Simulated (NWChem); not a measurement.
All runs are NWChem calculations. System: C₂H₃F, charge 1, spin multiplicity 2, at the geometry of a parent with another charge or spin, in a state set for the comparison that need not be this species' ground state. Its SCF solution wasn't tested for a lower state. Level: UMP2/def2-TZVPP, 3 core orbitals frozen.

Input file:

```
start mol
memory heap 200 mb stack 900 mb global 1100 mb
charge 1
geometry units angstroms nocenter noautoz
  C      1.181532    -0.187125     0.000000
  C     -0.125901    -0.407517     0.000000
  F     -1.021295     0.574328     0.000000
  H      1.582303     0.828653     0.000000
  H      1.869994    -1.032470     0.000000
  H     -0.594425    -1.397286     0.000000
  symmetry group Cs
end
basis spherical
  * library def2-tzvpp
end
scf
  uhf
  nopen 1
  maxiter 100
  thresh 1e-7
  semidirect memsize 60000000 filesize 0
  # guess.movecs holds the orbitals of an unrestricted PBE0 run
  vectors input guess.movecs output mol.movecs
end
mp2
  freeze core 3
end
task mp2 energy
```

Output (cleaned and shortened):

```
             Northwest Computational Chemistry Package (NWChem) 7.3.0
             --------------------------------------------------------

                                NWChem Input Module
                                -------------------

 Scaling coordinates for geometry "geometry" by  1.889725989
 (inverse scale =  0.529177249)

 Turning off AUTOSYM since
 SYMMETRY directive was detected!

                             Geometry "geometry" -> ""
                             -------------------------

 Output coordinates in angstroms (scale by  1.889725989 to convert to a.u.)

  No.       Tag          Charge          X              Y              Z
 ---- ---------------- ---------- -------------- -------------- --------------
    1 C                    6.0000     1.18153200    -0.18712500     0.00000000
    2 C                    6.0000    -0.12590100    -0.40751700     0.00000000
    3 F                    9.0000    -1.02129500     0.57432800     0.00000000
    4 H                    1.0000     1.58230300     0.82865300     0.00000000
    5 H                    1.0000     1.86999400    -1.03247000     0.00000000
    6 H                    1.0000    -0.59442500    -1.39728600     0.00000000

 Effective nuclear repulsion energy (a.u.)      67.6383997719

            Nuclear Dipole moment (a.u.)
            ----------------------------
        X                 Y               Z
 ---------------- ---------------- ----------------
     0.0000056692    -0.0000056692     0.0000000000

      Symmetry information
      --------------------

 Group name             Cs
 Group number              2
 Group order               2
 No. of unique centers     6

      Symmetry unique atoms

     1    2    3    4    5    6


 Summary of "ao basis" -> "" (spherical)
 ------------------------------------------------------------------------------
       Tag                 Description            Shells   Functions and Types
 ---------------- ------------------------------  ------  ---------------------
 *                         def2-tzvpp                 on all atoms

 Summary of "ao basis" -> "ao basis" (spherical)
[...]
  AO/Fock/Back tols     =   1.0D-09  1.0D-09  1.0D-09

 GA uses MA = F    GA memory limited = T

 Available:
  local mem=  1.26D+08
 global mem=  1.44D+08
 local disk=  0.00D+00
  mp2_memr nvloc                   123
  nvloc new                   123
   1 passes of   9:        5242880                      92506                  34025860.
   1 passes of   9: M    126151784           G      144142750           F     120908904.

 Semi-direct pass number   1 of   1  for UHF alpha       at        6.5s
  vrange nnbf                  9032
  mp2_eaftype                   129  avail_ma_in_mb                  1099
 EAF : mp2_eaftype filesize         129   17012930.
  mp2_eaf for mointskh                    129
Node 0 wrote     80.0 Mb in      0.1 s     Agg I/O rate:  1518.4 Mb/s
 Done moints_semi at       10.3s
  mp2_eaftype                   129  avail_ma_in_mb                   970
 EAF : mp2_eaftype filesize         129   17012930.
  mp2_eaf for kh                   129
 Done maket at       10.5s
 Done multipass loop at       10.5s

 GA uses MA = F    GA memory limited = T

 Available:
  local mem=  1.26D+08
 global mem=  1.44D+08
 local disk=  0.00D+00
  mp2_memr nvloc                   124
  nvloc new                   124
   1 passes of   8:        5242880                      86759                  30494348.
   1 passes of   8: M    126151784           G      144142750           F     120908904.

 Semi-direct pass number   1 of   1  for UHF beta        at       10.5s
  vrange nnbf                  9032
  mp2_eaftype                   116  avail_ma_in_mb                  1099
 EAF : mp2_eaftype filesize         116   15247174.
  mp2_eaf for mointskh                    116
Node 0 wrote     71.7 Mb in      0.1 s     Agg I/O rate:   788.0 Mb/s
 Done moints_semi at       14.2s
  mp2_eaftype                   116  avail_ma_in_mb                   983
 EAF : mp2_eaftype filesize         116   15247174.
  mp2_eaf for kh                   116
 Done maket at       14.4s
 Done multipass loop at       14.4s

          -------------------------------------------
          SCF energy                -176.627577122072
          Correlation energy          -0.519033681301
          Singlet pairs                0.000000000000
          Triplet pairs                0.000000000000
          Total MP2 energy          -177.146610803372
          -------------------------------------------

          ---------------------------------------------------
                    Spin Component Scaled (SCS) MP2
          Same spin pairs                     -0.124334193553
          Same spin scaling factor             0.333333333333
          Opposite spin pairs                 -0.394699487747
          Opposite spin scaling fact.          1.200000000000
          SCS-MP2 correlation energy          -0.515084116481
          Total SCS-MP2 energy              -177.142661238553
          ---------------------------------------------------

 -----------------------
 Performance information
 -----------------------

 Timer overhead =  9.67D-08 seconds/call

               Nr. of calls         CPU time (s)                 Wall time (s)                GFlops
             ---------------    -------------------     ------------------------------   -------------------
Name         Min   Avg   Max    Min     Avg     Max     Min     Avg     Max   Mx/calls   Min     Max     Sum
mp2: moin     2     2     2    7.5     7.5     7.5      7.5     7.5     7.5     3.7      0.0     0.0     0.0
mp2: make     2     2     2   0.40    0.40    0.40     0.40    0.40    0.40    0.20      0.0     0.0     0.0
mp2: tota     1     1     1    7.9     7.9     7.9      7.9     7.9     7.9     7.9      0.0     0.0     0.0

 The average no. of pstat calls per process was 5.00D+00
 with a timing overhead of 4.83D-07s

 Task  times  cpu:       14.4s     wall:       14.4s

 Total times  cpu:       14.4s     wall:       14.4s
```
